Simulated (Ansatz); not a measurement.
Compare A (`C[C](C)C`•) with its isomer B (`C[CH]CC`•).

Calculated with Ansatz (gas phase, PBE0-D4/def2-TZVP geometries, no zero-point term in ΔE). CBS: MP2 limit from def2 TZ/QZ plus the TZ coupled-cluster correction, frozen cores. Functionals use def2-TZVPP. B3LYP here is the variant with VWN-RPA as its local correlation; programs differ in this. Open shells (•) are unrestricted, without spin–orbit coupling. One conformer a species, not always the lowest.

Problem. Which is lower in electronic energy at CCSD(T)/CBS, and by how much? (An estimate is asked.)

Solution. Ansatz gave: A, by 3.5 kcal/mol.

Problem. Give E(B) − E(A) in kcal/mol with BLYP-D4, CCSD/def2-TZVPP, MP2/def2-TZVPP, PBE0-D4, B3LYP-D4, ωB97M-V, LDA (SPW92). (Estimate.)

Solution. Ansatz gave: BLYP-D4 4.5, CCSD/def2-TZVPP 3.2, MP2/def2-TZVPP 3.5, PBE0-D4 4.2, B3LYP-D4 4.2, ωB97M-V 3.8, LDA (SPW92) 5.2. None reverses the order clearly.

Problem. Does the order hold for the free energy at 298.15 K (harmonic terms from PBE0-D4)? (Best estimate.)

Solution. Ansatz gave: Yes: G(B) − G(A) = +2.7 kcal/mol, for one conformer each.

Largest T1 diagnostic: 0.011.

In def2-TZVPP, CCSD(T) changes the Hartree–Fock value by +1.0 kcal/mol (the triples alone add +0.2 kcal/mol) and MP2 by +1.1 kcal/mol. Leaving LDA and LC-ωPBE aside and taking each functional with its dispersion term where it has one, the values, not all of them listed here, spread over 1.0 kcal/mol, from B2PLYP to revPBE-D4. LDA lies +1.0 kcal/mol from PBE without D4.
